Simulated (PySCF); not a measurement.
Gas-phase reaction: 3 H3SiOCH3 + 3 CH3 ⇌ SiH3 + 3 H2O + 2 (CH3)3Si

Method: PySCF energies plus ideal-gas RRHO corrections (1 bar). † marks an energy on the PBE0/def2-TZVP geometry and frequencies. MP2 freezes the core. Open shells (unrestricted): CH3 (multiplicity 2), SiH3 (multiplicity 2), (CH3)3Si (multiplicity 2); the rest are closed-shell singlets. (CH3)3Si: computed as isolated molecules; such fragments, hydroxides, amides, oligomers or adducts are transient or little studied in the gas. MP2 isn't extrapolated to the basis-set limit.

M06-2X/def2-TZVP† gives ΔH°(298 K) = -132 kJ.

Question: What do MP2/def2-SVP†, PBE0/def2-QZVP†, PBE0/def2-SVP† give?

Answer: MP2/def2-SVP†: -148 kJ; PBE0/def2-QZVP†: -198 kJ; PBE0/def2-SVP†: -161 kJ. For scale, ΔH°(298 K) is -132 kJ at this level, -124 kJ at ωB97M-V/def2-TZVP†, and runs from -245 to 284 kJ over the 19 levels computed.
